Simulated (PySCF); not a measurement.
Level of theory and adiabatic energies of losing or gaining an electron: ethynide

Structure: `[C-]#C` ([C2H]-).

All levels share the PBE0-D3(BJ)/ma-def2-SVP structures and the PBE0-D3(BJ)/ma-def2-SVP thermal terms; only the single-point energies (PySCF) change. Values are adiabatic energies of losing or gaining an electron (0 K, eV).

| level | detachment energy to the radical | abs. error | time |
| --- | --- | --- | --- |
| HF/aug-cc-pVTZ | 1.92 | 1.05 | 1.3 s |
| PBE0-D3(BJ)/ma-def2-TZVP | 2.93 | 0.04 | – |
| CCSD(T)/aug-cc-pVTZ | 3.62 | 0.66 | 5.3 min |
| MP2/aug-cc-pVTZ | 3.88 | 0.91 | 11 s |
| ATcT 1.112 | 2.97 |  |  |

Times are wall times for all single points of a level on 1 thread of Arm Neoverse V1, a shared host; the dash marks the run that also made the structures.

Hartree-Fock leaves out electron correlation, so its ionisation energies and electron affinities from energy differences come out too low, often by 1 eV or more.

At CCSD(T)/aug-cc-pVTZ, MP2/aug-cc-pVTZ, HF/aug-cc-pVTZ a relaxed species lies above the same state at the other structure, so the structures fit those levels poorly.

The spread: 1.96 eV, from 1.92 to 3.88.
